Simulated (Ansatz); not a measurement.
**Two structures, one formula**

The two ends of one reaction step of SiH5ClO, closed shell (PBE0-D4/def2-TZVP).

A:

```csv
atom,x (Å),y (Å),z (Å)
Si1,-1.1427,-0.1920,0.1464
H2,3.0881,-0.4295,-1.0572
H3,-0.8272,-1.2974,-0.7763
H4,-2.0114,-0.6121,1.2696
Cl5,-2.1956,1.2433,-0.8794
H6,2.4977,-0.2261,-0.6466
O7,0.2936,0.3861,0.6682
H8,0.2976,1.1278,1.2753
```

B:

```xyz
8
angstrom
Si -0.6484 -0.0376 -0.7855
H 0.5186 0.8021 -1.1335
H -0.2949 -1.4594 -0.6053
H -1.4337 0.5187 0.3356
Cl -1.8985 0.0356 -2.4419
H 1.8665 -0.3557 1.2542
O 0.9435 -0.1592 1.4339
H 0.9470 0.6555 1.9425
```

Program: Ansatz 0.2.0. Basis: def2-TZVPP. Cores are frozen in the correlated methods. B3LYP uses VWN-RPA correlation.

Task: Which structure is lower at CCSD(T), and by how much? (To be estimated.)

Result: The calculation gives: A, by 16.21 kcal/mol (electronic energy, against the other). By their contacts, A is a complex of SiH₃ClO ([OH][SiH2][Cl]) + H₂ and B is a complex of SiH₃Cl ([SiH3][Cl]) + H₂O.

All methods give the same order:

```csv
method,E(B) − E(A) (kcal/mol)
SPW92,13.68
PBE-D4,15.09
BLYP-D4,17.20
r2SCAN-D4,17.15
B97M-V,16.64
PBE0-D4,14.93
B3LYP-D4,16.81
r2SCAN0-D4,16.54
BHLYP-D4,16.68
CAM-B3LYP-D4,16.71
wB97X-V,15.96
wB97M-V,16.05
B2PLYP,17.10
PBE-QIDH,15.95
RPA on PBE,15.92
HF,16.95
MP2,17.65
CCSD,15.92
CCSD(T),16.21
```

No T1 diagnostic of these runs exceeds 0.010.

Labels in which every atom is bracketed show which atoms are joined, not bond orders.

For scale, one of the runs: CCSD(T)/def2-TZVPP, 185 basis functions, launched by `ansatz run in.yaml --threads 2 --pin off --events-out ev --progress --plain --max-ram 4352MiB`. Time: 38 s of wall clock on 2 CPU threads of an Arm Neoverse V1; the host was shared. Peak host memory: 1.8 GiB.
